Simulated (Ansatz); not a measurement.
**BSiHF (sextet): the correlation ladder, def2-TZVPP**

The task here is to estimate one member of a computed series from the others.

Method: def2-TZVPP, core rule «outside noble gas», up to 7 orbitals frozen; program: Ansatz 0.2.0, Gaussian basis.

To be run: UHF; ROHF; CCSD(T) on UHF.

## The geometry

The geometry is a PBE0/def2-TZVP stationary point (not a proven minimum) of the parent state, kept for this charge and spin.

4 atoms, charge 0, spin multiplicity 6.

Atoms are counted from 1 here; the program's logs count them from 0.

Bond lengths: B1–Si2 1.844 Å, Si2–F3 1.594 Å, Si2–H4 1.480 Å. Angles: B1–Si2–F3 125.8°, B1–Si2–H4 130.2°, F3–Si2–H4 104.0°.

The first run:

Input file in.yaml:

```yaml
crystal:
  periodic: [false, false, false]
  atoms:
    - {symbol: B, position_ang: [0.000000, -0.501036, 1.797314]}
    - {symbol: Si, position_ang: [0.000000, 0.361580, 0.166961]}
    - {symbol: F, position_ang: [0.000000, -0.345292, -1.261620]}
    - {symbol: H, position_ang: [0.000000, 1.807190, -0.149981]}
basis:
  gaussian: {orbitals: def2-TZVPP}
magnetization: {spin_polarized: true, initial_magnetization: 5}
hamiltonian: {xc: hf}
output: {orbitals: {seedname: orbitals}}
```

Run with:

```console
> ansatz run in.yaml --threads 1 --pin off --events-out ev --progress --plain --max-ram 4096MiB --backend cpu
```

Among the steps run: UHF; ROHF; CCSD(T) on UHF.

One table of the session follows, with a row left open; its other results are not shown here.

```
  method  from UCCSD(T) (kcal/mol)
    ROHF                   +260.66
     UHF                         ?
    UMP2                    +26.83
   UCCSD                     +9.67
UCCSD(T)                         0
```

Estimate the missing values for UHF.

**Answer.** from UCCSD(T) (kcal/mol): +259.24. In the column «from UCCSD(T) (kcal/mol)» it lies between UMP2 (+26.83) and ROHF (+260.66).
